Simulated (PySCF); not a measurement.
## Which setting was changed?

All runs: PySCF with density fitting, gas phase, non-relativistic, closed shells, each molecule at its own PBE0-D3(BJ)/def2-TZVP geometry. Shieldings use GIAOs. Starting from KT3/pcSseg-2, one thing was changed at a time: the functional to wB97X-D, the functional to B97-2, the functional to PBE0.

Changes against KT3/pcSseg-2 in 4 molecules:

```json
{"molecule": "Nc1ccsc1", "changed to": "wB97X-D", "mean 1H shielding (ppm)": "-0.10", "mean 13C shielding (ppm)": "-11.3", "mean 15N shielding (ppm)": "+6.8", "HOMO energy (eV)": "-2.79"}
{"molecule": "Nc1ccsc1", "changed to": "B97-2", "mean 1H shielding (ppm)": "-0.06", "mean 13C shielding (ppm)": "-7.0", "mean 15N shielding (ppm)": "+4.0", "HOMO energy (eV)": "-0.79"}
{"molecule": "Nc1ccsc1", "changed to": "PBE0", "mean 1H shielding (ppm)": "-0.21", "mean 13C shielding (ppm)": "-9.1", "mean 15N shielding (ppm)": "+4.8", "HOMO energy (eV)": "-1.03"}
{"molecule": "Cc1cscn1", "changed to": "wB97X-D", "mean 1H shielding (ppm)": "-0.05", "mean 13C shielding (ppm)": "-8.3", "mean 15N shielding (ppm)": "-28.1", "HOMO energy (eV)": "-2.81"}
{"molecule": "Cc1cscn1", "changed to": "B97-2", "mean 1H shielding (ppm)": "-0.04", "mean 13C shielding (ppm)": "-5.2", "mean 15N shielding (ppm)": "-18.3", "HOMO energy (eV)": "-0.78"}
{"molecule": "Cc1cscn1", "changed to": "PBE0", "mean 1H shielding (ppm)": "-0.17", "mean 13C shielding (ppm)": "-6.6", "mean 15N shielding (ppm)": "-25.2", "HOMO energy (eV)": "-1.03"}
{"molecule": "Cc1cncs1", "changed to": "wB97X-D", "mean 1H shielding (ppm)": "+0.02", "mean 13C shielding (ppm)": "-7.6", "mean 15N shielding (ppm)": "-27.2", "HOMO energy (eV)": "-2.82"}
{"molecule": "Cc1cncs1", "changed to": "B97-2", "mean 1H shielding (ppm)": "0.00", "mean 13C shielding (ppm)": "-4.8", "mean 15N shielding (ppm)": "-17.6", "HOMO energy (eV)": "-0.79"}
{"molecule": "Cc1cncs1", "changed to": "PBE0", "mean 1H shielding (ppm)": "-0.13", "mean 13C shielding (ppm)": "-6.1", "mean 15N shielding (ppm)": "-24.5", "HOMO energy (eV)": "-1.04"}
{"molecule": "Cc1nccs1", "changed to": "wB97X-D", "mean 1H shielding (ppm)": "-0.01", "mean 13C shielding (ppm)": "-8.2", "mean 15N shielding (ppm)": "-24.4", "HOMO energy (eV)": "-2.83"}
{"molecule": "Cc1nccs1", "changed to": "B97-2", "mean 1H shielding (ppm)": "-0.01", "mean 13C shielding (ppm)": "-5.1", "mean 15N shielding (ppm)": "-16.0", "HOMO energy (eV)": "-0.80"}
{"molecule": "Cc1nccs1", "changed to": "PBE0", "mean 1H shielding (ppm)": "-0.15", "mean 13C shielding (ppm)": "-6.5", "mean 15N shielding (ppm)": "-22.4", "HOMO energy (eV)": "-1.04"}
```

For `Nc1cccs1` the KT3/pcSseg-2 run gave mean 1H shielding 26.37 ppm, mean 13C shielding 61.9 ppm, mean 15N shielding 193.2 ppm, HOMO energy -4.73 eV. The changed runs lost their labels:

```
run  mean 1H shielding (ppm)  mean 13C shielding (ppm)  mean 15N shielding (ppm)  HOMO energy (eV)
  A                    26.32                      51.1                     200.7             -7.52
  B                    26.18                      53.1                     198.6             -5.76
  C                    26.33                      55.2                     197.5             -5.52
```

Which run belongs to which change?

A: wB97X-D; B: PBE0; C: B97-2.

```csv
run,"change of mean 1H shielding (ppm), here / mean of the others","change of mean 13C shielding (ppm), here / mean of the others","change of mean 15N shielding (ppm), here / mean of the others","change of HOMO energy (eV), here / mean of the others",next best match
A,-0.05 / -0.04,-10.8 / -8.8,+7.5 / -18.2,-2.79 / -2.81,PBE0
B,-0.19 / -0.16,-8.8 / -7.1,+5.4 / -16.8,-1.03 / -1.04,B97-2
C,-0.04 / -0.03,-6.7 / -5.5,+4.3 / -12.0,-0.79 / -0.79,PBE0
```

Each run is given to the change whose mean effect on the other molecules lies nearest, every quantity measured in units of its scatter between molecules.

Would one quantity have been enough? Give each run to the change with the nearest mean effect on that quantity alone.

HOMO energy: 3 of 3 runs rightly; mean 1H shielding: 2 of 3 runs rightly; mean 13C shielding: 1 of 3 runs rightly; mean 15N shielding: 1 of 3 runs rightly.

Only sets that this rule tells apart clearly are shown.
